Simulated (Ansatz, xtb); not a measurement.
**Relative energy of two isomers of C3H5−**

We compare X, `C=C[CH2-]`, a singlet, with Y, `C=[C-]C`, a singlet. Both are isolated ions in the gas phase, relaxed with PBE0-D3(BJ)/def2-SVPD; the shapes shown needn't be the lowest conformers.

X (Å):

```yaml
atoms:
  - { symbol: C, position_ang: [-0.5088, 0.9049, 0.9046] }
  - { symbol: C, position_ang: [-1.3975, 1.7400, 0.2303] }
  - { symbol: C, position_ang: [-1.7237, 3.0872, 0.3736] }
  - { symbol: H, position_ang: [0.1130, 1.2665, 1.7318] }
  - { symbol: H, position_ang: [-0.4054, -0.1472, 0.6245] }
  - { symbol: H, position_ang: [-1.9541, 1.2333, -0.5787] }
  - { symbol: H, position_ang: [-2.4672, 3.5565, -0.2767] }
  - { symbol: H, position_ang: [-1.2528, 3.7203, 1.1345] }
```

Y (Å):

```json
{"atom": "C", "x (Å)": "0.0229", "y (Å)": "1.3429", "z (Å)": "0.6315"}
{"atom": "C", "x (Å)": "-0.9301", "y (Å)": "1.9758", "z (Å)": "1.3423"}
{"atom": "C", "x (Å)": "-2.1331", "y (Å)": "2.3954", "z (Å)": "0.5376"}
{"atom": "H", "x (Å)": "0.9623", "y (Å)": "0.9737", "z (Å)": "1.0734"}
{"atom": "H", "x (Å)": "-0.0665", "y (Å)": "1.1417", "z (Å)": "-0.4703"}
{"atom": "H", "x (Å)": "-3.0608", "y (Å)": "1.9485", "z (Å)": "0.9433"}
{"atom": "H", "x (Å)": "-2.2934", "y (Å)": "3.4887", "z (Å)": "0.5994"}
{"atom": "H", "x (Å)": "-2.0869", "y (Å)": "2.1280", "z (Å)": "-0.5571"}
```

Energies in hartree; the thermal terms are from PBE0-D3(BJ)/def2-SVPD harmonic frequencies (ideal gas, rigid rotor, one conformer each, 298.15 K, 1 atm) and include the zero-point energy:

|  | X | Y |
| --- | --- | --- |
| E, CCSD(T)/def2-SVPD | −116.841231 | −116.819855 |
| E, MP2/def2-SVPD | −116.789431 | −116.763696 |
| E, MP2/def2-TZVPPD | −116.994726 | −116.968807 |
| zero-point energy | 0.063235 | 0.063729 |
| H(298 K) − E | 0.068542 | 0.068688 |
| G(298 K) − E | 0.039048 | 0.038915 |

Problem. Correct the CCSD(T) difference for the basis set by the MP2 change, then work out ΔE, ΔE₀, ΔH and ΔG for X → Y in kcal/mol (1 Eh = 627.51 kcal/mol) and the equilibrium ratio [Y]/[X].

Solution. 1. Differences Y − X: CCSD(T) +0.021376, MP2 in the small set +0.025735, MP2 in the large set +0.025919 Eh.
2. ΔE = +0.021376 + (+0.025919 − (+0.025735)) = +0.021560 Eh = +13.53 kcal/mol.
3. ΔE₀ = ΔE + ΔZPE = +0.021560 + (+0.000494) Eh = +13.84 kcal/mol.
4. ΔH = ΔE + (+0.000146) Eh = +13.62 kcal/mol.
5. ΔG = ΔE + (−0.000133) Eh = +13.45 kcal/mol, so ΔS = (ΔH − ΔG)/T = +2.5 J/(mol K).
6. kT = 0.9442 mEh, so K = [Y]/[X] = exp(−ΔG/kT) = exp(−22.69) ≈ 1.4 × 10^−10.

Structure X is favoured at this temperature. An error of 1 kcal/mol in ΔG would change K by a factor of 5.4. Mirror images and further conformers aren't counted.

As drawn, both hold the same kinds of bond in the same numbers. Structure X has 0 methyl groups, Y 1.

Other levels gave ΔE = +20.7 (GFN2-xTB); +8.5 (HF/STO-3G, GFN2-xTB geometries); +17.6 (r2SCAN-D4/def2-SVPD, GFN2-xTB geometries); +17.9 (PBE0-D3(BJ)/def2-SVPD); +13.8 (HF/def2-SVPD); +16.1 (MP2/def2-SVPD); +13.4 (CCSD(T)/def2-SVPD) kcal/mol. The correlated steps freeze 3 core orbitals. Programs: Ansatz 0.2.0, xtb 6.7.1.
